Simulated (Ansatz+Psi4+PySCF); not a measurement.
Two shapes of doublet SF₂(+).

Shape 1:

```xyz
3

S     0.0000    0.0000    0.0047
F     0.0000    1.2106    1.0408
F     0.0000   -1.2106    1.0408
```

Shape 2:

```xyz
3

S    -0.0113    0.0134    0.0142
F    -0.0147    1.2143    1.0538
F    -0.0042   -1.2267    1.0518
```

Basis set: cc-pVTZ on F; cc-pV(T+d)Z on S (spherical functions). Left uncorrelated: 7 orbitals. Correlation on ROHF uses semicanonical orbitals with singles. Charge 1, multiplicity 2.

Computed with Ansatz (development build ahead of 0.2.0) and Psi4 1.11; each method stands on the lowest determinant of its kind that the runs found.

Task: Which shape is lower in energy, and by how much in each method?

Result:

```json
{"method": "ROHF", "E(2) − E(1) (eV)": "0.096"}
{"method": "UHF", "E(2) − E(1) (eV)": "0.096"}
{"method": "ROHF-MP2", "E(2) − E(1) (eV)": "0.065"}
{"method": "UHF-MP2", "E(2) − E(1) (eV)": "0.065"}
```

Shape 1 is lower.
